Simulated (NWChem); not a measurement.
## Correlation energy of formaldehyde (CH₂O)

```xyz
4

C      0.0000     0.0000     0.5228
O      0.0000     0.0000    -0.6733
H     -0.9444     0.0000     1.1247
H      0.9444     0.0000     1.1247
```
Charge 0, spin multiplicity 1.

Everything below was run with NWChem. Structure: optimised with PBE0/def2-SVP, a minimum by its harmonic frequencies.

Basis set: def2-TZVP. Each correlation energy counts from its own Hartree-Fock reference.

The correlated methods keep 2 core orbitals frozen. Coupled-cluster values serve here as a point of comparison, not as the truth.

### Question
Order these methods by the correlation energy they give, lowest first: MP2, SCS-MP2, CR-CCSD[T], CR-CCSD(T).

### Answer
CR-CCSD[T] (-413.3 mHa), CR-CCSD(T) (-412.5 mHa), MP2 (-388.0 mHa), SCS-MP2 (-384.4 mHa)
